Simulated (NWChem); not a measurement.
Species: hydrogen sulfide (H2S); SMILES S

```xyz
3

S      0.0000     0.0000     0.1136
H      0.9715     0.0000    -0.8224
H     -0.9715     0.0000    -0.8224
```
Atoms are numbered in this order, from 1.

Computed with NWChem. Structure relaxed at the PBE0/def2-SVP level. Static field.

For level PBE/def2-TZVPD:

```yaml
isotropic polarisability (bohr³): 25.7
anisotropy (bohr³): 1.1
```

### Question
How do the values read with level PBE/def2-TZVP instead?

### Answer
The isotropic polarisability (bohr³) comes out as 18.5 and the anisotropy (bohr³) is 5.2.
